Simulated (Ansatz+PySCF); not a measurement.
## doublet C2H4NO: levels of theory in one basis

```xyz
8

C     0.0000   -0.1752   -1.2278
N     0.0000    0.4841   -0.0218
C     0.0000   -0.1435    1.2067
H     0.0000    0.4073   -2.1334
H     0.0000   -1.2512   -1.2052
H     0.0000    1.4938   -0.0200
H     0.0000    0.5807    2.0398
O     0.0000   -1.3961    1.3616
```

Basis set: cc-pVTZ (spherical functions). Correlated methods keep 4 orbitals frozen. Correlation on ROHF uses semicanonical orbitals with singles. Charge 0, multiplicity 2.

Computed with Ansatz (development build ahead of 0.2.0) and PySCF 2.14.0; each method stands on the lowest determinant of its kind that the runs found.

| method | E − E(ROHF) (eV) | <S²> of the determinant |
| --- | --- | --- |
| ROHF | 0.00 | 0.75 |
| UHF | -0.16 | 0.79 |
| ROHF-MP2 | -20.54 | – |
| UHF-MP2 | -20.49 | 0.79 |
